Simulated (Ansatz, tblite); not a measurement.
Cost and result up the ladder for the cluster C₃H₅ (8 atoms). Charge 0, multiplicity 2. Geometry: PBE0-D4/def2-TZVP.

Cartesian coordinates in Å:
```
C -0.214 0.133 -0.402
C -0.912 -0.696 0.450
C 1.060 0.605 -0.172
H -1.912 -1.035 0.216
H 1.599 0.335 0.729
H -0.706 0.437 -1.323
H 1.558 1.255 -0.880
H -0.472 -1.032 1.383
```

Ansatz on 2 threads of Arm Neoverse N1 on a shared host; xTB runs through tblite on one thread. Times are rough, summed over both states, and most runs start from the orbitals of an earlier one. No level here is sound enough to serve as a yardstick. The other state is a singlet.

The xTB rows come from tblite. Correlated methods freeze 3 core orbitals. The structure comes from a short search, and lower isomers may exist.

Run but left out: HF/def2-TZVPP (charge +1 singlet: restricted singlet, unstable towards broken spin symmetry); MP2/def2-TZVPP (doublet: ⟨S²⟩ 0.95, where a pure state has 0.75).

Correlated methods converge slowly with the basis.

Raw xTB energies of ions are shifted by several eV, and xTB has no spin-polarisation term.

| level | functions | wall time | vertical IE (eV) | remarks |
| --- | --- | --- | --- | --- |
| GFN2-xTB | 17 | 0.005 s | 12.89 | – |
| GFN1-xTB | 22 | 0.006 s | 13.69 | – |
| PBE-D4/def2-TZVP (with forces) | 123 | 4.7 s | 8.12 | restricted SCF unstable in HF (+1 singlet) |
| PBE0-D4/def2-TZVP | 123 | 7.4 s | 8.19 | restricted SCF unstable in HF (+1 singlet) |
| r2SCAN-D4/def2-TZVP | 123 | 8.7 s | 8.28 | restricted SCF unstable in HF (+1 singlet) |
| CCSD(T)/def2-TZVPP | 163 | 2.4 min | 8.03 | restricted SCF unstable (+1 singlet), spin-contaminated (⟨S²⟩ 0.95) (doublet) |
